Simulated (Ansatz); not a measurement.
Born–Oppenheimer molecular dynamics of ClH + ClH (4 atoms, charge 0, multiplicity 1). It starts from a relaxed structure.

All numbers below come from RKS CAM-B3LYP/def2-SVP (Ansatz).

```json
{
 "ensemble": "NVE (velocity Verlet)",
 "time step": "0.5 fs",
 "steps asked": "166",
 "starting velocities drawn for": "300 K",
 "masses": "H 10 u",
 "seed": "110785"
}
```

First frame:

```xyz
4
Properties=species:S:1:pos:R:3
Cl -0.324 0.431 -2.076
H 0.039 -0.162 -0.988
Cl 0.431 -0.697 1.405
H -0.146 0.427 1.659
```

Problem. How far do the bonds stretch over the last three quarters of this one trajectory? (Pairs bonded in most of those frames.)

Solution. 
```
  bond  mean (Å)  spread (Å)  shortest  longest
Cl1–H2     1.289       0.005      1.28     1.30
Cl3–H4     1.288       0.005      1.28     1.30
```

Mean temperature of the second half: 54 K. The conserved energy stayed within 0.0017 meV per atom of its start (net change -0.001 meV per atom), so the integration is sound. A run of 0.083 ps of so small a system gives no equilibrium averages.

Time of the run: 2.5 min on 1 thread of Intel(R) Xeon(R) Platinum 8259CL CPU @ 2.50GHz (Skylake/Cascade Lake) (shared host), peak memory 0.2 GiB.
